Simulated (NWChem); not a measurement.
## Correlation energy of O

```
O
```
Charge 0, spin multiplicity 3.

The numbers come from NWChem runs, not from measurements.

Basis set: cc-pVQZ. Each correlation energy counts from its own Hartree-Fock reference.

The correlated methods keep 1 core orbital frozen. No SCF solution was tested for a lower state. Open-shell Hartree-Fock references start from PBE0 orbitals. Coupled-cluster values serve here as a point of comparison, not as the truth.

Question: One of these methods gave a correlation energy of -156.4 mHa. Which?
A) CCSD[T] on UHF
B) SCS-UMP2
C) CCSD(T) on ROHF
D) CCSD on UHF

Answer: B, SCS-UMP2. The others give -182.8 (CCSD(T) on ROHF), -176.3 (CCSD[T] on UHF), -172.6 (CCSD on UHF).
